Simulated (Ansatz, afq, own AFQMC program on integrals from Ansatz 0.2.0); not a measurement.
**GaCN, singlet in cc-pVDZ, levels against CCSDT(Q)**

| atom | x (Å) | y (Å) | z (Å) |
| --- | --- | --- | --- |
| C | 0.0000 | 0.0000 | -1.2922 |
| N | 0.0000 | 0.0000 | -0.1169 |
| Ga | 0.0000 | 0.0000 | 1.4091 |

Connectivity, by distances: C–N–Ga.

Basis cc-pVDZ. Noble-gas cores (and the filled d shells of Ga–Kr and In–Xe) are frozen. Integrals, coupled cluster, full CI and functionals: Ansatz 0.2.0; the random walks run on the same integrals in our own AFQMC program. ph-AFQMC/CISD is guided by a CISD state made of CCSD amplitudes; releasing the constraint for a short imaginary time cuts its bias at the price of noise, slowly where states lie close. Uncertainties: one standard error, sampling alone. No spin–orbit coupling.

Determinant: RHF, the one that the program's search chose, which needn't be the lowest solution. The geometry is a point of a scan.

No full CI on the walks' own integrals is used here; CCSDT(Q) serves as the reference and is uncertain by about the last step of the cluster series.

Cautions: no relativity below Rb; no spin-orbit coupling; inner d shell frozen; the released energies are still falling, so no released level is given (meV from the phaseless value at times in 1/Eh: 22 ± 18 at 0.24, 33 ± 18 at 0.51, -13 ± 18 at 0.99, -50 ± 24 at 1.62, -113 ± 34 at 2.40).

* T1 diagnostic: 0.0167
* weight of the determinant in the CISD state: 0.854
* size of the correlated space: 12 electrons in 39 orbitals

Reference: CCSDT(Q), correlation energy -8.982 eV.

```
        level  E − E(reference) (kJ/mol)  share of correlation (%)
           HF                      866.7                      0.00
          MP2                       95.8                     88.94
         CCSD                       38.1                     95.60
      CCSD(T)                        4.2                     99.51
        CCSDT                        2.7                     99.68
ph-AFQMC/CISD                  2.7 ± 1.7                     99.69
```

A walk keeps the symmetry of its determinant, which the program's search chose and which needn't be the lowest solution, so a lower state of the same spin and another symmetry isn't excluded.
